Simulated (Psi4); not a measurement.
# One shape, several levels: C3H3N (Z-propargylimine)

Aim: a comparison of 3 runs (B3LYP/def2-SVPD, BHLYP/def2-SVPD, PBE0/def2-SVPD) of C3H3N (Z-propargylimine). 

Program for the calculation: Psi4 1.11.

### Step 1. The structure to begin with

C3H3N has 7 atoms, charge 0, and is taken as a singlet. As SMILES, `[H]/N=C\C#C`. The C3–H6 distance was set to 2.402 Å, away from the relaxed value. At this shape a bond of the SMILES string is far longer than usual.

Bond lengths: N2–C3 1.269 Å, C3–C4 1.430 Å, C4–C5 1.202 Å, H1–N2 1.021 Å, C5–H7 1.065 Å. Angles: N2–C3–C4 126.0°, C3–C4–C5 179.5°, H1–N2–C3 110.5°, C4–C5–H7 179.6°.

### Step 2. The energy at B3LYP/def2-SVPD (run 1)

Input file calc.in:

```
memory 2200 MB

molecule {
  0 1
  H     -1.11170887    -5.13341078    -1.04242584
  N     -0.11225162    -4.17579207     0.30241665
  C     -0.20949693    -1.81442810    -0.10230599
  C     -1.51541106    -0.60201761    -2.13432849
  C     -2.60714364     0.43476173    -3.83570562
  H      1.97754170     0.93934506     2.76774957
  H     -3.57908648     1.33920355    -5.34828020
  units bohr
  symmetry c1
  no_reorient
  no_com
}

set {
  basis                def2-SVPD
  puream               true
  e_convergence        1e-09
  d_convergence        1e-08
  scf_type             pk
  dft_radial_points    99
  dft_spherical_points 590
}

e_tot, wfn = energy("b3lyp", return_wfn=True)
oeprop(wfn, "MAYER_INDICES", "DIPOLE", "QUADRUPOLE")
```

Run with:

```console
psi4 -i calc.in -o calc.out -n 1
```

calc.out:

```text
[...]
  Running in c1 symmetry.
[...]
  Nuclear repulsion =   87.566409301507790
[...]
  Multiplicity = 1
[...]
  Nalpha       = 14
  Nbeta        = 14
[...]
    Number of basis functions: 104
[...]
   @RKS iter   1:  -170.02838928427948   -2.37212e-01   7.59531e-03 ADIIS/DIIS
[...]
   @RKS iter  14:  -170.49563548179228   -2.50111e-12   6.19753e-09 DIIS
[...]
    Orbital Energies [Eh]
    ---------------------
    Doubly Occupied:
       1A    -14.371795     2A    -10.316169     3A    -10.240143
       4A    -10.236127     5A     -0.942955     6A     -0.792356
       7A     -0.662844     8A     -0.570817     9A     -0.545764
      10A     -0.402428    11A     -0.399568    12A     -0.316465
      13A     -0.314839    14A     -0.258141
[...]
  @RKS Final Energy:  -170.49563548179228
   => Energetics <=
    Nuclear Repulsion Energy =             87.5664093015077896
    One-Electron Energy =                -401.4386674922099587
    Two-Electron Energy =                 162.7518829091166310
    DFT Exchange-Correlation Energy =     -19.3752602002067533
    Empirical Dispersion Energy =           0.0000000000000000
    VV10 Nonlocal Energy =                  0.0000000000000000
    Total Energy =                       -170.4956354817922772
[...]
 Multipole Moments:
 ------------------------------------------------------------------------------------
     Multipole            Electronic (a.u.)      Nuclear  (a.u.)        Total (a.u.)
 ------------------------------------------------------------------------------------
 L = 1.  Multiply by 2.5417464519 to convert [e a0] to [Debye]
 Dipole X            :         28.7545092          -29.4913248           -0.7368156
 Dipole Y            :         44.0577363          -43.9755105            0.0822258
 Dipole Z            :         36.8606846          -37.9400805           -1.0793959
 Magnitude           :                                                    1.3094861
 L = 2.  Multiply by 1.3450342976 to convert [e a0^2] to [Debye ang]
 Quadrupole XX       :        -90.1208187           72.8699764          -17.2508423
 Quadrupole XY       :         -6.1542720            7.0061129            0.8518409
[...]
```

It took 16 s on 1 thread of Intel Xeon 6975P-C (Granite Rapids), shared host; peak memory 0.96 GiB.

### Step 3. Energy and gradient at BHLYP/def2-SVPD (run 2)

Input file run.py:

```python
import numpy as np
from ase.calculators.psi4 import Psi4
from ase import Atoms

a = Atoms(['H', 'N', 'C', 'C', 'C', 'H', 'H'], positions=[
    [-0.588291, -2.716484, -0.551628],
    [-0.059401, -2.209734, 0.160032],
    [-0.110861, -0.960154, -0.054138],
    [-0.801921, -0.318574, -1.129438],
    [-1.379641, 0.230066, -2.029768],
    [1.046470, 0.497080, 1.464630],
    [-1.893971, 0.708676, -2.830188],
])
calc = Psi4(atoms=a, method='bhhlyp', basis='def2-SVPD', memory='2200MB', num_threads=1, charge=0, multiplicity=1, label='c3h3n')
calc.psi4.set_options({'puream': True, 'e_convergence': 1e-09, 'd_convergence': 1e-08, 'scf_type': 'pk', 'dft_radial_points': 99, 'dft_spherical_points': 590})
a.calc = calc

forces = a.get_forces()
print(f'energy: {a.get_potential_energy():.6f} eV')
print('forces / eV A^-1')
print(np.round(forces, 5))
```

Run with:

```console
python run.py
```

c3h3n.dat:

```text
[...]
  Running in c1 symmetry.
[...]
  Nuclear repulsion =   87.566409279419972
[...]
  Multiplicity = 1
[...]
  Nalpha       = 14
  Nbeta        = 14
[...]
    Number of basis functions: 104
[...]
   @RKS iter   1:  -170.08600649098520   -6.15480e-01   5.87807e-03 ADIIS/DIIS
[...]
   @RKS iter  14:  -170.35947578974347   -1.07150e-11   5.49108e-09 DIIS
[...]
    Orbital Energies [Eh]
    ---------------------
    Doubly Occupied:
       1A    -14.850962     2A    -10.735252     3A    -10.647802
       4A    -10.644311     5A     -1.063938     6A     -0.901986
       7A     -0.753000     8A     -0.647868     9A     -0.621457
      10A     -0.463995    11A     -0.458824    12A     -0.369802
      13A     -0.360129    14A     -0.296007
[...]
  @RKS Final Energy:  -170.35947578974347
   => Energetics <=
    Nuclear Repulsion Energy =             87.5664092794199718
    One-Electron Energy =                -401.2931334212239562
    Two-Electron Energy =                 155.7601462833608821
    DFT Exchange-Correlation Energy =     -12.3928979313003786
    Empirical Dispersion Energy =           0.0000000000000000
    VV10 Nonlocal Energy =                  0.0000000000000000
    Total Energy =                       -170.3594757897434704
[...]
 Multipole Moments:
 ------------------------------------------------------------------------------------
     Multipole            Electronic (a.u.)      Nuclear  (a.u.)        Total (a.u.)
 ------------------------------------------------------------------------------------
 L = 1.  Multiply by 2.5417464519 to convert [e a0] to [Debye]
 Dipole X            :         -0.9591424            0.2324127           -0.7267297
 Dipole Y            :         -0.8238559            0.9770163            0.1531604
 Dipole Z            :         -1.3015546            0.2289032           -1.0726514
 Magnitude           :                                                    1.3046744
[...]
  -Total Gradient:
     Atom            X                  Y                   Z
    ------   -----------------  -----------------  -----------------
       1       -0.002374000766     0.002566905558    -0.003732145700
       2       -0.004284346778    -0.067799179808     0.001342263396
       3       -0.005378488077     0.042449145783    -0.012563708329
       4       -0.014177095216    -0.009279055021    -0.019553408412
       5       -0.000941211006     0.000282667244    -0.001400047352
       6        0.026497217867     0.032085346257     0.034916743760
       7        0.000657599435    -0.000305133208     0.000989753163
[...]
```

The script printed:

```text
energy: -4635.717459 eV
forces / eV A^-1
[[ 0.12208 -0.132    0.19191]
 [ 0.22031  3.48637 -0.06902]
 [ 0.27657 -2.18282  0.64605]
 [ 0.72902  0.47715  1.00548]
 [ 0.0484  -0.01454  0.07199]
 [-1.36254 -1.64989 -1.79549]
 [-0.03382  0.01569 -0.0509 ]]
```

Run time: 19 s. Hardware: 1 thread of Intel Xeon 6975P-C (Granite Rapids), shared host; peak memory 0.97 GiB.

### Step 4. Energy and forces at PBE0/def2-SVPD (run 3)

Input file job.dat:

```
memory 2200 mb

molecule molecule1 {
  0 1
  H
  N 1 R2
  C 2 R3 1 A3
  C 3 R4 2 A4 1 D4
  C 4 R5 2 A5 1 D5
  H 3 R6 2 A6 1 D6
  H 5 R7 1 A7 2 D7

  R2 = 1.021264
  R3 = 1.268845
  A3 = 110.48981
  R4 = 1.430195
  A4 = 126.03564
  D4 = 0.00103
  R5 = 1.202231
  A5 = 155.26072
  D5 = -0.00019
  R6 = 2.402
  A6 = 118.11207
  D6 = 179.99444
  R7 = 1.065024
  A7 = 146.20085
  D7 = -179.99873
  symmetry c1
  no_reorient
  no_com
}

set reference rks
set puream true
set e_convergence 1e-09
set d_convergence 1e-08
set scf_type pk
set dft_radial_points 99
set dft_spherical_points 590

E, wfn = gradient("pbe0/def2-SVPD", return_wfn=True)
oeprop(wfn, "QUADRUPOLE", "DIPOLE", "WIBERG_LOWDIN_INDICES")
```

Run with:

```console
psi4 job.dat job.out -n 1
```

job.out (excerpt; [...] marks lines left out):

```text
[...]
  Running in c1 symmetry.
[...]
  Nuclear repulsion =   87.566417617630222
[...]
  Multiplicity = 1
[...]
  Nalpha       = 14
  Nbeta        = 14
[...]
    Number of basis functions: 104
[...]
   @RKS iter   1:  -169.87828634150500   -3.28745e-01   6.92945e-03 DIIS/ADIIS
[...]
   @RKS iter  14:  -170.27577125651513   -1.79057e-12   2.39427e-09 DIIS
[...]
  @RKS Final Energy:  -170.27577125651513
   => Energetics <=
    Nuclear Repulsion Energy =             87.5664176176302220
    One-Electron Energy =                -401.4146738104468568
    Two-Electron Energy =                 161.5807134597400250
    DFT Exchange-Correlation Energy =     -18.0082285234385431
    Empirical Dispersion Energy =           0.0000000000000000
    VV10 Nonlocal Energy =                  0.0000000000000000
    Total Energy =                       -170.2757712565151280
[...]
  -Total Gradient:
     Atom            X                  Y                   Z
    ------   -----------------  -----------------  -----------------
       1        0.000001249948    -0.005384459180     0.004136769883
       2        0.000000217800     0.043865813746    -0.034195639578
       3       -0.000007867464    -0.027968571450     0.007505059625
       4        0.000001868847    -0.027004990694    -0.039689369987
       5       -0.000000766737     0.015962736101     0.009584368332
       6        0.000005134139    -0.005379392720     0.048377510156
       7        0.000000163176     0.005908160621     0.004282175570
[...]
 Multipole Moments:
 ------------------------------------------------------------------------------------
     Multipole            Electronic (a.u.)      Nuclear  (a.u.)        Total (a.u.)
 ------------------------------------------------------------------------------------
 L = 1.  Multiply by 2.5417464519 to convert [e a0] to [Debye]
 Dipole X            :         -0.0001962            0.0001936           -0.0000026
 Dipole Y            :         -0.0275584           -0.6901167           -0.7176751
 Dipole Z            :         -1.8178207            0.7646653           -1.0531554
 Magnitude           :                                                    1.2744386
 L = 2.  Multiply by 1.3450342976 to convert [e a0^2] to [Debye ang]
 Quadrupole XX       :        -19.0738919            0.0000001          -19.0738917
 Quadrupole XY       :          0.0015690           -0.0016274           -0.0000584
[...]
```

Run time: 27 s. Hardware: 1 thread of Intel Xeon 6975P-C (Granite Rapids), shared host; peak memory 0.96 GiB.

### Step 5. All runs side by side

| run | level | task | energy (Eh) | dipole moment (D) | HOMO energy (eV) | LUMO energy (eV) | wall time |
| --- | --- | --- | --- | --- | --- | --- | --- |
| 1 | B3LYP/def2-SVPD | energy | -170.495635 | 3.33 | -7.02 | -3.78 | 16 s |
| 2 | BHLYP/def2-SVPD | gradient | -170.359476 | 3.32 | -8.05 | -2.79 | 19 s |
| 3 | PBE0/def2-SVPD | gradient | -170.275771 | 3.24 | -7.16 | -3.54 | 27 s |

### Step 6. Outcome

```
                       quantity          value
            run 3: total energy  -170.27577 Eh
           run 3: dipole moment         3.24 D
             run 3: HOMO energy       -7.16 eV
             run 3: LUMO energy       -3.54 eV
           run 3: HOMO–LUMO gap        3.62 eV
run 3: largest force on an atom     2.860 eV/Å
```

In words: The dipole moment (its size) runs from 3.24 D (PBE0/def2-SVPD) to 3.33 D (B3LYP/def2-SVPD). The HOMO–LUMO gap runs from 3.24 eV (B3LYP/def2-SVPD) to 5.27 eV (BHLYP/def2-SVPD). Totals of different functionals can't be ranked against each other. In runs 1, 2, 3 a closed-shell determinant meets a far-stretched bond, which it describes badly. All runs together took 62 s, the longest 27 s.
